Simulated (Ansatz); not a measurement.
This script drives the Python package of Ansatz (0.2.0).

Input file `b2h5p.xyz`:
```text
8

B     1.40590    0.23440    0.24450
P    -0.12230   -0.81030    0.79410
B    -1.40890    0.26180   -0.16680
H     2.47920   -0.25740    0.27390
H     1.32540    1.41210    0.19000
H     0.02050   -1.76690   -0.28980
H    -1.17980    0.60460   -1.27420
H    -2.52020    0.32160    0.22830
```

`b2h5p_composite.py`:
```python
"""A composite energy for B2H5P: DFT geometry, MP2 basis limit, coupled-cluster correction."""

import itertools

import ansatz
from ase.data import atomic_numbers, covalent_radii
import numpy as np


def main() -> None:
    mol = ansatz.Crystal.molecule_from_extxyz("b2h5p.xyz")

    base = (
        mol.calculation()
        .basis(gaussian="def2-SVP")
        .functional("b3lyp")
    )
    symbols = [site.symbol for site in mol.cartesian_sites]
    start = np.array([site.position_ang for site in mol.cartesian_sites], dtype=float)
    rep = base.relax(force_tolerance=0.01).run(threads=1).report
    end = np.array(rep["positions_ang"])
    # pairs closer than 1.2 times the sum of covalent radii, before or after
    radius = [covalent_radii[atomic_numbers[s]] for s in symbols]
    span = lambda where, i, j: np.linalg.norm(where[i] - where[j])
    bonded = [(i, j) for i, j in itertools.combinations(range(len(symbols)), 2) if min(span(start, i, j), span(end, i, j)) < 1.2 * (radius[i] + radius[j])]
    print("pair        before    after (A)")
    for i, j in bonded:
        print(f"{symbols[i]}{i}-{symbols[j]}{j}".ljust(10), f"{span(start, i, j):8.4f} {span(end, i, j):8.4f}")

    minimum = ansatz.Crystal.molecule()
    for symbol, place in zip(symbols, end):
        minimum = minimum.atom(symbol, place.tolist())
    at_minimum = minimum.calculation()
    # MP2 extrapolated to the basis limit, plus the small-basis difference CCSD(T) - MP2
    level = lambda method, basis: at_minimum.basis(gaussian=basis).correlation(method).run(threads=1).report
    small, large, cluster = level("mp2", "cc-pVDZ"), level("mp2", "cc-pVTZ"), level("ccsd_t", "cc-pVDZ")
    corr = lambda each: (each["free_energy_ev"] - each["reference_energy_ev"]) / 27.211386246
    mp2_limit = (27 * corr(large) - 8 * corr(small)) / 19
    pieces = {"HF / cc-pVTZ": large["reference_energy_ev"] / 27.211386246, "MP2 correlation, DZ-TZ limit": mp2_limit, "CCSD(T) - MP2 / cc-pVDZ": corr(cluster) - corr(small)}
    for name, value in pieces.items():
        print(f"{name:32s} {value:14.6f} Ha")
    print(f"{'sum':32s} {sum(pieces.values()):14.6f} Ha")
    print("T1 diagnostic", round(cluster["correlation"]["coupled_cluster"]["t1_diagnostic"], 4))


if __name__ == "__main__":
    main()
```

It is started by `python b2h5p_composite.py`. How long does it take on 1 thread of Arm Neoverse V2 (shared host), and how much memory does it need?

It took about 37 s, with a peak of 0.32 GiB, for 4 runs of the engine.

```console
$ python b2h5p_composite.py
pair        before    after (A)
B0-P1        1.9310   1.8344
B0-H3        1.1810   1.2014
B0-H4        1.1817   1.2016
P1-B2        1.9308   1.8344
P1-H5        1.4527   1.4095
B2-H6        1.1817   1.2014
B2-H7        1.1810   1.2016
HF / cc-pVTZ                        -393.018137 Ha
MP2 correlation, DZ-TZ limit          -0.393623 Ha
CCSD(T) - MP2 / cc-pVDZ               -0.061279 Ha
sum                                 -393.473039 Ha
T1 diagnostic 0.0153
```

What to keep in mind:
- Total energies depend on the basis set; only differences at equal settings carry meaning.
- The sum leaves out core correlation, relativity, the Hartree-Fock basis error and zero-point energy; a DZ-TZ extrapolation is rough.
- b3lyp holds the VWN-RPA fit, as in Gaussian; the form of ORCA and Turbomole is b3lyp5.
- Inner cores stay frozen, so this is valence correlation.
- For Al to Cl the sets with a tight d function, cc-pV(X+d)Z, are usual.
- An extrapolation from small basis sets is rough.
